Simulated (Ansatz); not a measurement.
We consider zinc-blende AlAs, described by G0W0@PBE (Ansatz, a quantum-chemistry and plane-wave program, hard PAW, contour deformation).

The cell has the measured lattice parameters. Conventional cell: a = 5.6610 Å, b = 5.6610 Å, c = 5.6610 Å, α = 90.00°, β = 90.00°, γ = 90.00°.

The quasiparticle gap at Γ at a fixed k mesh 2×2×2:

```json
[
 {"response cutoff": "250 eV, 748 empty bands", "value (eV)": "2.947"},
 {"response cutoff": "300 eV, 983 empty bands", "value (eV)": "2.946"},
 {"response cutoff": "400 eV, 1514 empty bands", "value (eV)": "2.942"},
 {"response cutoff": "500 eV, 2115 empty bands", "value (eV)": "2.940"}
]
```

Taking the value to converge with the response cutoff E as E^(−3/2), extrapolate from the last two rows.

With y = y∞ + c/w and weights w = 8000 and 11180 for the last two rows, y∞ = (w2 y2 − w1 y1)/(w2 − w1) = (11180 × 2.940 − 8000 × 2.942)/3180 = 2.935 eV, which lies 0.005 beyond the last row. Successive pairs of rows give 2.943, 2.935, 2.935. The limit also hangs on the law assumed, so its last digits aren't firm.

The other settings are not extrapolated, so this is the limit in one setting alone.

The smallest gap on this mesh is 1.91 eV, away from Γ.

Spin–orbit coupling is not included.
